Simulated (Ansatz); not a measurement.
Fluorite SrCl2, treated with LDA (Ansatz, a quantum-chemistry and plane-wave program, plane waves, PAW).

Numerical settings: plane-wave cutoff 520 eV, 8×8×8 k mesh, perturbation theory, force constants from a 4×4×4 q mesh, scalar-relativistic PAW data made under PBE.

Computed at the level's own relaxed cell.

```xyz
3
Lattice="0.0000 3.4001 3.4001 3.4001 0.0000 3.4001 3.4001 3.4001 0.0000" Properties=species:S:1:pos:R:3 pbc="T T T"
Sr     0.0000     0.0000     0.0000
Cl     1.7001     1.7001     1.7001
Cl     5.1002     5.1002     5.1002
```

Harmonic phonon frequencies (cm⁻¹; i marks an imaginary mode; at Γ without the LO shift):

```json
[
 {"q point": "Γ", "frequencies": "0 0 0 155 155 155 191 191 191"}
]
```
